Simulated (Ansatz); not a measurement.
Cartesian coordinates in Å:
```
C -0.001 -0.117 -0.021
S 0.008 1.674 0.304
H 0.304 -0.347 -1.050
H -0.997 -0.554 0.123
H 0.685 -0.657 0.645
```

Total charge -1; spin multiplicity 1.

List the PBE/def2-TZVPPD orbital energies in eV (the Gaussian-basis code of Ansatz). (An estimate is asked.)

The calculation gave: Occupied: -2388.16, -264.05, -201.04, -147.25, -147.00, -147.00, -12.63, -8.58, -4.69, -4.69, -2.30, 1.30, 1.30. Lowest empty: 3.79, 4.15, 4.44, 4.45, 5.63, 6.32, 6.32, 7.20.
